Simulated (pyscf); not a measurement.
Structures and frequencies: ωB97X-D3(BJ)/def2-SVP in PySCF.

### Question
F–B(F)–F (SMILES FB(F)F) + Cl–Si(Cl)(Cl)–Cl (SMILES Cl[Si](Cl)(Cl)Cl) -> F–B(F)–Cl (SMILES FB(F)Cl) + F–Si(Cl)(Cl)–Cl (SMILES F[Si](Cl)(Cl)Cl)
Surface: singlet. Broken: B–F, Cl–Si. Formed: B–Cl, F–Si. Give ΔE‡ and ΔE from ωB97M-D3(BJ)/def2-TZVP, relative to the separated reactants.

### Answer
ΔE‡ = 132.9 kJ/mol, ΔE = +15.2 kJ/mol. Zero-point energy shifts the barrier by +1.1 kJ/mol. It is a four-centre exchange, with an imaginary mode of 131i cm⁻¹. One saddle was located; it need not be the lowest between these sides.
